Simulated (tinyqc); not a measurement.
Inside a calculation. Method: extended Hueckel theory, for CH3-. The parameters take no account of the charge, which enters only through the electron count, and nothing here shows that the anion is bound. One step of it, computed by the program tinyqc.

Task: Mulliken analysis. P = C n C^T; charge = valence electrons (H 1, C 4) minus the sum of (P S)_ii on the atom; overlap population = 2 sum P_ij S_ij between two atoms.

coefficients:
```
              MO1        MO2        MO3        MO4        MO5        MO6        MO7
1C 2s    0.656198   0.000023   0.000000   0.029277   0.000000  -0.000961   1.568468
1C 2px  -0.000005   0.533029   0.000000   0.000003   0.000000   1.263084   0.001166
1C 2py   0.000000   0.000000   0.533090   0.000000   1.262381   0.000000   0.000000
1C 2pz   0.002686  -0.000003   0.000000   0.999176   0.000000   0.000039  -0.072349
2H 1s    0.198161   0.493683   0.000000  -0.009520   0.000000  -1.110572  -0.838048
3H 1s    0.198057  -0.246975   0.427665  -0.009517  -0.961818   0.556268  -0.836010
4H 1s    0.198057  -0.246975  -0.427665  -0.009517   0.961818   0.556268  -0.836010
```

occupations: 2.000000  2.000000  2.000000  2.000000  0.000000  0.000000  0.000000

overlap S, lower triangle:
```
           1C 2s     1C 2px     1C 2py     1C 2pz     2H 1s     3H 1s     4H 1s
1C 2s   1.000000
1C 2px  0.000000   1.000000
1C 2py  0.000000   0.000000   1.000000
1C 2pz  0.000000   0.000000   0.000000   1.000000
2H 1s   0.533335   0.514115   0.000000  -0.023254  1.000000
3H 1s   0.533065  -0.257122   0.445038  -0.023237  0.152601  1.000000
4H 1s   0.533065  -0.257122  -0.445038  -0.023237  0.152601  0.152614  1.000000
```

Give: charges; Overlap populations.

Result:

charges: 1C -1.224, 2H 0.075, 3H 0.075, 4H 0.075

Overlap populations:
```
pair      value
2-1    0.818819
3-1    0.818589
3-2   -0.050413
4-1    0.818589
4-2   -0.050413
4-3   -0.050414
```
